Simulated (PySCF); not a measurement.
Molfile (atoms numbered from 1):
```
C4H7ClO
     RDKit          3D

 13 12  0  0  0  0  0  0  0  0999 V2000
    0.9109   -0.9185   -0.4972 C   0  0  0  0  0  0  0  0  0  0  0  0
    0.0145   -0.0373    0.3755 C   0  0  0  0  0  0  0  0  0  0  0  0
   -1.4507   -0.1150   -0.0263 C   0  0  0  0  0  0  0  0  0  0  0  0
    0.4910    1.3962    0.3339 C   0  0  0  0  0  0  0  0  0  0  0  0
   -0.0664    2.3264   -0.1367 O   0  0  0  0  0  0  0  0  0  0  0  0
    2.1017    1.6051    1.1090 Cl  0  0  0  0  0  0  0  0  0  0  0  0
    0.5793   -1.9646   -0.4292 H   0  0  0  0  0  0  0  0  0  0  0  0
    1.9604   -0.8651   -0.1780 H   0  0  0  0  0  0  0  0  0  0  0  0
    0.8510   -0.6109   -1.5527 H   0  0  0  0  0  0  0  0  0  0  0  0
    0.1383   -0.3582    1.4244 H   0  0  0  0  0  0  0  0  0  0  0  0
   -2.0819    0.5042    0.6265 H   0  0  0  0  0  0  0  0  0  0  0  0
   -1.8031   -1.1547    0.0362 H   0  0  0  0  0  0  0  0  0  0  0  0
   -1.5920    0.2376   -1.0585 H   0  0  0  0  0  0  0  0  0  0  0  0
  1  2  1  0
  2  3  1  0
  2  4  1  0
  4  5  2  0
  4  6  1  0
  1  7  1  0
  1  8  1  0
  1  9  1  0
  2 10  1  0
  3 11  1  0
  3 12  1  0
  3 13  1  0
M  END
```

Geometry: PBE0-D3(BJ)/def2-SVP; GIAO shifts from PySCF 2.14, gas phase, non-relativistic, averaged over equivalent atoms.

At BLYP/pcSseg-1 (144 basis functions, 19 s wall time on 1 thread of an Arm Neoverse V1, shared host):
```
               atoms  δ (ppm)
                  C4    189.3
                  C2     52.6
               C1/C3     22.2
                  O5    574.2
                 Cl6    483.7
                 H10     2.60
H7/H8/H9/H11/H12/H13     1.24
```

Chemical shifts δ = σref − σ; $^{13}$C (175.31 ppm), $^{1}$H (31.36 ppm) vs TMS; $^{17}$O (333.67 ppm) vs H2O; HCl for $^{35}$Cl (920.86 ppm), all at this level.

What do these become at BP86/pcSseg-1?

Results:


```json
{"atoms": "C4", "δ at BP86/pcSseg-1": "187.2", "change": "-2.1"}
{"atoms": "C2", "δ at BP86/pcSseg-1": "51.5", "change": "-1.1"}
{"atoms": "C1/C3", "δ at BP86/pcSseg-1": "21.6", "change": "-0.6"}
{"atoms": "O5", "δ at BP86/pcSseg-1": "565.9", "change": "-8.3"}
{"atoms": "Cl6", "δ at BP86/pcSseg-1": "479.8", "change": "-3.9"}
{"atoms": "H10", "δ at BP86/pcSseg-1": "2.61", "change": "+0.01"}
{"atoms": "H7/H8/H9/H11/H12/H13", "δ at BP86/pcSseg-1": "1.24", "change": "+0.00"}
```

δ = σ(ref) − σ, references computed at the same level: $^{13}$C (σref 179.74), $^{1}$H (σref 31.27) vs TMS; H2O for $^{17}$O (σref 332.56); $^{35}$Cl (σref 931.28) vs HCl.

The largest change is at O5 (carbonyl oxygen). Cost: 144 basis functions, 19 s wall time on 1 thread of an Arm Neoverse V1, shared host. The order of the carbon signals is the same at both levels.

Carbons that carry Cl, above all several Cl atoms, come out too deshielded, partly because spin–orbit coupling is missing. Unscaled 17O shifts of doubly bonded oxygen tend to come out too high, by tens of ppm or more. Experimental scales use liquid or dissolved standards, which lie at an offset from isolated H2O (liquid H2O: subtract about 36 ppm).
